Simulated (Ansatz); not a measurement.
Base system: BP in the zinc blende structure (space group F-43m, No. 216; a = 4.548 Å).

The values are results of PBE (Ansatz, a quantum-chemistry and plane-wave program), no spin-orbit coupling, not measurements.

Perturbation: full substitution P → N; the structure is relaxed again.

Measured lattice parameter a: BP 4.525 Å (static lattice; corrected from measurement; as listed in Daniel Mejia-Rodriguez, S. B. Trickey, Phys. Rev. B (2018)); BN 3.593 Å (static lattice; corrected from measurement; as listed in Tamar Goldzak et al., The Journal of Chemical Physics (2022)).

How well does PBE reproduce the measured shift?

With PBE the lattice parameter a moves by -0.924 Å (4.548 → 3.625) against -0.932 Å measured.

Stability against distortions was not tested.
